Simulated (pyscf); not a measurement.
## Routes from H₂P–GeH₃

Candidate steps break at most two bonds and form at most two. Each was searched with GFN2-xTB (tblite) first. PySCF, gas phase, ωB97X-D3(BJ)/def2-SVP geometries. Correlated levels are frozen-core, on RHF or UHF. ΔMP2 is the change of the MP2 total energy from the triple- to the quadruple-zeta basis. Energies: CCSD(T)/def2-TZVPP + ΔMP2(QZVPP), kcal/mol, from the reactant's lowest minimum found, singlet surface.

```tsv
products	type	ΔE‡	ΔE	ΔG‡ 298 K	ΔG‡ 900 K	ν‡ (cm⁻¹)
PH₃ + GeH₂ [singlet]	1,1-elimination	64.3	+46.2	62.1	62.6	1261i
H₂P–GeH₃	concerted two-bond exchange	81.0	0.0	78.3	76.8	723i
```

Row 1: On the product side the descent ends in an adduct with a Ge–P contact, 26.8 kcal/mol under the separated species and 45.3 kcal/mol under the saddle at ωB97X-D3(BJ)/def2-TZVP. 

Under all of these lies the exit to H₂P–GeH: [singlet] + H₂ (barrier +53.2 kcal/mol at ωB97M-D3(BJ)). Plain bond fissions and candidates not yet searched are not listed, and one of them may be faster. Each barrier is that of the saddle found; lower ones may exist. One closed-shell reference is unstable to symmetry breaking; treat the single-reference values with care. The CCSD(T) − MP2 part came from Ansatz, without density fitting, on the same reference. The frozen core leaves the outer d or s,p core shells of the metals and heavy elements correlated in the MP2 and CC values, and def2-TZVPP describes them poorly, which can shift differences by a few kcal/mol. Elements up to Kr have no core potential and no relativistic terms here.
